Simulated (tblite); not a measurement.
Start geometry of `C=CPC(C)=O` from a force field or distance geometry (Å):
```
atom  x, y, z in Å
C1    -2.7121   -0.2697   -0.4163
C2    -1.4937   -0.6805   -0.1363
P3    -0.3119    0.3067    0.8315
C4     1.1375    0.5340   -0.2731
C5     2.4329   -0.0566    0.1356
O6     1.0695    1.1476   -1.3317
H7    -3.0544    0.7065   -0.0784
H8    -3.3782   -0.8994   -0.9887
H9    -1.1530   -1.6754   -0.4757
H10   -0.7822    1.6051    1.2257
H11    2.9192    0.5890    0.9129
H12    3.1175   -0.2912   -0.6901
H13    2.2045   -1.0157    0.6830
```

**Question.** What comes out of this run: tblite, GFN2-xTB geometry optimisation, gas phase?

**Answer.** 
```
atom  x, y, z in Å
C1    -2.2708   -0.5230   -0.3611
C2    -1.1468   -0.5681    0.3363
P3    -0.3402    0.8801    1.0750
C4     1.1423    0.9645   -0.0483
C5     1.9669   -0.2868   -0.1371
O6     1.4144    2.0001   -0.5953
H7    -2.7666    0.4085   -0.5827
H8    -2.7435   -1.4160   -0.7371
H9    -0.6796   -1.5161    0.5744
H10   -1.0494    1.8544    0.3739
H11    2.0258   -0.7648    0.8397
H12    2.9627   -0.0576   -0.5105
H13    1.4806   -0.9746   -0.8288
```

The energy falls by 0.923 eV over 143 L-BFGS steps, the largest force on an atom goes from 3.19 to 0.007 eV/Å, and the atoms move by 0.955 Å rms after alignment. The bond that changes most is P3–H10 (phosphine phosphorus to P–H hydrogen), which shortens by 0.042 Å. Bonds longer at the end by more than 0.005 Å: 3 of 12; shorter: 7. Among the angles that change most is C2–P3–H10, from 115.1° to 97.3°. Among the dihedrals that turn most is H10–P3–C4–O6, from -60° to 30°. Rotational constants go from 5821, 1661, 1497 to 4730, 1858, 1668 MHz. The orientation of the end geometry is arbitrary; only internal coordinates are fixed.

Its GFN2-xTB frequencies are all real (lowest 53 cm⁻¹). One conformer, not necessarily the lowest. 3 starts were optimised and ended at 0.00, 1.19 and 1.31 kcal/mol (GFN2-xTB); the lowest of these is shown.

These are computed values.
